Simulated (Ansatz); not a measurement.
C4H7NO can be A, `C/C=N/C(C)=O`, or B, `C#CCNCO`.

Gas-phase electronic energies from Ansatz, PBE0-D4/def2-TZVP geometries. CBS: MP2 limit from def2 TZ/QZ plus the TZ coupled-cluster correction, frozen cores. DFT in def2-TZVPP. B3LYP here is the variant with VWN-RPA as its local correlation; programs differ in this. One conformer a species, not always the lowest.

**Question.** Which is lower in electronic energy at CCSD(T)/CBS, and by how much? (Estimate.)

**Answer.** Ansatz gave: A, by 43.8 kcal/mol.

**Question.** Give E(B) − E(A) in kcal/mol with PBE0-D4, ωB97M-V, B3LYP-D4, r2SCAN-D4, B2PLYP, HF/def2-TZVPP, PBE-D4. (An estimate is asked.)

**Answer.** Ansatz gave: PBE0-D4 49.0, ωB97M-V 46.7, B3LYP-D4 49.0, r2SCAN-D4 50.9, B2PLYP 47.3, HF/def2-TZVPP 48.5, PBE-D4 50.5. None reverses the order clearly.

Largest T1 diagnostic: 0.015.

From PBE to PBE0 (25 % exact exchange), in def2-TZVPP and without D4, E(B) − E(A) moves by −1.5 kcal/mol. In def2-TZVPP, CCSD(T) changes the Hartree–Fock value by −3.3 kcal/mol (the triples alone add +0.6 kcal/mol) and MP2 by −5.2 kcal/mol.
